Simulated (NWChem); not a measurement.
Program: NWChem. System: P, charge 0, spin multiplicity 4. Its SCF solution wasn't tested for a lower state. Level: ROCCSD(T)/cc-pVDZ, 5 core orbitals frozen.

NWChem printed:

```
             Northwest Computational Chemistry Package (NWChem) 7.3.0
             --------------------------------------------------------

                                NWChem Input Module
                                -------------------

 Scaling coordinates for geometry "geometry" by  1.889725989
 (inverse scale =  0.529177249)

                             Geometry "geometry" -> ""
                             -------------------------

 Output coordinates in angstroms (scale by  1.889725989 to convert to a.u.)

  No.       Tag          Charge          X              Y              Z
 ---- ---------------- ---------- -------------- -------------- --------------
    1 P                   15.0000     0.00000000     0.00000000     0.00000000

 Effective nuclear repulsion energy (a.u.)       0.0000000000

            Nuclear Dipole moment (a.u.)
            ----------------------------
        X                 Y               Z
 ---------------- ---------------- ----------------
     0.0000000000     0.0000000000     0.0000000000

      Symmetry information
      --------------------

 Group name             D2h
 Group number             26
 Group order               8
 No. of unique centers     1

      Symmetry unique atoms

     1


 Summary of "ao basis" -> "" (spherical)
 ------------------------------------------------------------------------------
       Tag                 Description            Shells   Functions and Types
 ---------------- ------------------------------  ------  ---------------------
 *                          cc-pvdz                   on all atoms

 Summary of "ao basis" -> "ao basis" (spherical)
 ------------------------------------------------------------------------------
       Tag                 Description            Shells   Functions and Types
 ---------------- ------------------------------  ------  ---------------------
 P                          cc-pvdz                  8       18   4s3p1d

                                 NWChem SCF Module
                                 -----------------

  ao basis        = "ao basis"
  functions       =    18
  atoms           =     1
  closed shells   =     6
  open shells     =     3
  charge          =   0.00
  wavefunction    = ROHF
  use symmetry    = T
  symmetry adapt  = T

 Summary of "ao basis" -> "ao basis" (spherical)
 ------------------------------------------------------------------------------
       Tag                 Description            Shells   Functions and Types
 ---------------- ------------------------------  ------  ---------------------
 P                          cc-pvdz                  8       18   4s3p1d

      Symmetry analysis of basis
      --------------------------

        ag          6
        au          0
        b1g         1
        b1u         3
        b2g         1
        b2u         3
        b3g         1
        b3u         3

 Forming initial guess at       0.1s

      Symmetry analysis of molecular orbitals - initial
      -------------------------------------------------

  Numbering of irreducible representations:

     1 ag          2 au          3 b1g         4 b1u         5 b2g
     6 b2u         7 b3g         8 b3u

  Orbital symmetries:

     1 ag          2 ag          3 b3u         4 b2u         5 b1u
     6 ag          7 b3u         8 b2u         9 b1u        10 ag
    11 b3u        12 b2u        13 b1u        14 ag         15 ag
    16 b1g        17 b3g        18 b2g

 Starting SCF solution at       0.1s

 ----------------------------------------------
         Quadratically convergent ROHF

 Convergence threshold     :          1.000E-07
 Maximum no. of iterations :          100
 Final Fock-matrix accuracy:          1.000E-09
 ----------------------------------------------

              iter       energy          gnorm     gmax       time
             ----- ------------------- --------- --------- --------
                 1     -340.7071703071  2.56D-01  1.69D-01      0.2
                 2     -340.7089983435  1.50D-02  9.57D-03      0.2
                 3     -340.7090141144  1.65D-04  9.85D-05      0.2
                 4     -340.7090141164  1.57D-09  1.40D-09      0.2

[...]
  ----- ------------  ---------------      ----- ------------  ---------------
    13      0.569066  1 P  pz                10      0.538240  1 P  pz

 Vector    8  Occ=1.000000D+00  E=-1.539991D-01  Symmetry=b2u
              MO Center= -1.7D-34, -2.5D-24, -1.9D-34, r^2= 1.8D+00
   Bfn.  Coefficient  Atom+Function         Bfn.  Coefficient  Atom+Function
  ----- ------------  ---------------      ----- ------------  ---------------
    12      0.569066  1 P  py                 9      0.538240  1 P  py

 Vector    9  Occ=1.000000D+00  E=-1.539991D-01  Symmetry=b3u
              MO Center=  2.7D-27,  7.5D-42, -1.3D-43, r^2= 1.8D+00
   Bfn.  Coefficient  Atom+Function         Bfn.  Coefficient  Atom+Function
  ----- ------------  ---------------      ----- ------------  ---------------
    11      0.569066  1 P  px                 8      0.538240  1 P  px

 Vector   10  Occ=0.000000D+00  E= 5.183116D-01  Symmetry=ag
              MO Center= -5.0D-24, -8.6D-24, -2.9D-26, r^2= 2.7D+00
   Bfn.  Coefficient  Atom+Function         Bfn.  Coefficient  Atom+Function
  ----- ------------  ---------------      ----- ------------  ---------------
     3      1.889268  1 P  s                  4     -1.893297  1 P  s
     2      1.140848  1 P  s

 Vector   11  Occ=0.000000D+00  E= 6.102815D-01  Symmetry=b1u
              MO Center=  1.1D-18,  7.5D-19,  1.2D-18, r^2= 2.9D+00
   Bfn.  Coefficient  Atom+Function         Bfn.  Coefficient  Atom+Function
  ----- ------------  ---------------      ----- ------------  ---------------
    10      1.204623  1 P  pz                13     -1.190037  1 P  pz
     7      0.241144  1 P  pz

 Vector   12  Occ=0.000000D+00  E= 6.102815D-01  Symmetry=b3u
              MO Center=  5.0D-24, -5.4D-34,  1.2D-33, r^2= 2.9D+00
   Bfn.  Coefficient  Atom+Function         Bfn.  Coefficient  Atom+Function
  ----- ------------  ---------------      ----- ------------  ---------------
     8      1.204623  1 P  px                11     -1.190037  1 P  px
     5      0.241144  1 P  px

 center of mass
 --------------
 x =   0.00000000 y =   0.00000000 z =   0.00000000

 moments of inertia (a.u.)
 ------------------
           0.000000000000           0.000000000000           0.000000000000
           0.000000000000           0.000000000000           0.000000000000
           0.000000000000           0.000000000000           0.000000000000

  Mulliken analysis of the total density
  --------------------------------------

    Atom       Charge   Shell Charges
 -----------   ------   -------------------------------------------------------
    1 P   15    15.00   2.00  2.01  0.99  1.01  6.00  1.45  1.55  0.00

 Mulliken analysis of the open-shell density
 -------------------------------------------

    Atom       Charge   Shell Charges
 -----------   ------   -------------------------------------------------------
    1 P   15     3.00  -0.00 -0.00  0.00  0.00 -0.00  1.45  1.55  0.00

       Multipole analysis of the density wrt the origin
       ------------------------------------------------

     L   x y z        total         open         nuclear
     -   - - -        -----         ----         -------
     0   0 0 0     -0.000000     -3.000000     15.000000

     1   1 0 0      0.000000     -0.000000      0.000000
     1   0 1 0      0.000000      0.000000      0.000000
     1   0 0 1      0.000000      0.000000      0.000000

     2   2 0 0     -9.962081     -6.268253      0.000000
     2   1 1 0      0.000000     -0.000000      0.000000
     2   1 0 1     -0.000000     -0.000000      0.000000
     2   0 2 0     -9.962081     -6.268253      0.000000
     2   0 1 1     -0.000000      0.000000      0.000000
     2   0 0 2     -9.962081     -6.268253      0.000000

                   NWChem Extensible Many-Electron Theory Module
                   ---------------------------------------------


            General Information
            -------------------
      Number of processors :     1
         Wavefunction type : Restricted open-shell Hartree-Fock
          No. of electrons :    15
           Alpha electrons :     9
            Beta electrons :     6
           No. of orbitals :    36
            Alpha orbitals :    18
             Beta orbitals :    18
        Alpha frozen cores :     5
         Beta frozen cores :     5
     Alpha frozen virtuals :     0
      Beta frozen virtuals :     0
         Spin multiplicity : quartet
    Number of AO functions :    18
       Number of AO shells :     8
        Use of symmetry is : on
      Symmetry adaption is : on
         Schwarz screening : 0.10D-09

          Correlation Information
          -----------------------
          Calculation type : Coupled-cluster singles & doubles w/ perturbation
   Perturbative correction : (T)
            Max iterations :      100
        Residual threshold : 0.10D-05
     T(0) DIIS level shift : 0.00D+00
     L(0) DIIS level shift : 0.00D+00
     T(1) DIIS level shift : 0.00D+00
     L(1) DIIS level shift : 0.00D+00
     T(R) DIIS level shift : 0.00D+00
     T(I) DIIS level shift : 0.00D+00
   CC-T/L Amplitude update :  5-th order DIIS
                I/O scheme : Global Array Library
        L-threshold :  0.10D-05
        EOM-threshold :  0.10D-05
 no EOMCCSD initial starts read in
 TCE RESTART OPTIONS
 SLICE:      F
 D4D5:       F
 quantumc:   F
 qrotation:  F
 pwtce:      F
 qducc:      F
 nacto:                         0
 nrotv:                         0
 nrot:                          0

            Memory Information
            ------------------
          Available GA space size is     249036152 doubles
          Available MA space size is     104855772 doubles

 Maximum block size supplied by input
 Maximum block size        24 doubles

 tile_dim =      3

 -------------------------------------------------

 Global array virtual files algorithm will be used

 Parallel file system coherency ......... OK

 4-electron integrals stored in orbital form

 v2    file size   =              781
 4-index algorithm nr.  13 is used
 imaxsize =       30
 imaxsize ichop =        0


CCSD iterations
 ---------------------------------------------------------
 Iter          Residuum       Correlation     Cpu    Wall
 ---------------------------------------------------------
    1   0.0525979276867  -0.0740558189951     0.2     0.2
    2   0.0128139519874  -0.0798865688014     0.1     0.1
    3   0.0032168231008  -0.0809472747542     0.1     0.1
    4   0.0008295901705  -0.0812035313775     0.1     0.1
    5   0.0002190204213  -0.0812664911563     0.2     0.2
    6   0.0000079758009  -0.0812884065331     0.2     0.2
    7   0.0000019074194  -0.0812879146550     0.2     0.2
    8   0.0000007078173  -0.0812879195192     0.2     0.2
 -----------------------------------------------------------------
 Iterations converged
 CCSD correlation energy / hartree =        -0.081287919519206
 CCSD total energy / hartree       =      -340.790302035872003

 Singles contributions

 Doubles contributions
 CCSD(T)
 Using plain CCSD(T) code
             total no. of tasks          790
 total no. of tasks / no. procs          790
                         wl_min            1           1.0
                         wl_max           27           1.7
        thresh for no. of tasks          790

 CCSD[T]  correction energy / hartree =        -0.001104882265542
 CCSD[T] correlation energy / hartree =        -0.082392801784748
 CCSD[T] total energy / hartree       =      -340.791406918137568
 CCSD(T)  correction energy / hartree =        -0.001098438003524
 CCSD(T) correlation energy / hartree =        -0.082386357522730
 CCSD(T) total energy / hartree       =      -340.791400473875512

 Task  times  cpu:        2.1s     wall:        2.1s

 Total times  cpu:        2.2s     wall:        2.2s
```

Task: Write an NWChem input that would produce this output.

Result: This is not unique; one that fits is 
```
start mol
memory heap 100 mb stack 700 mb global 1900 mb
geometry units angstroms nocenter noautoz
  P      0.000000     0.000000     0.000000
  symmetry group D2h
end
basis spherical
  * library cc-pvdz
end
scf
  rohf
  nopen 3
  maxiter 100
  thresh 1e-7
  semidirect memsize 60000000 filesize 0
  # guess.movecs holds the orbitals of an unrestricted PBE0 run
  vectors input guess.movecs output mol.movecs
end
tce
  freeze core 5
  ccsd(t)
  2eorb
  2emet 13
  thresh 1e-6
  maxiter 100
  tilesize 24
end
task tce energy
```
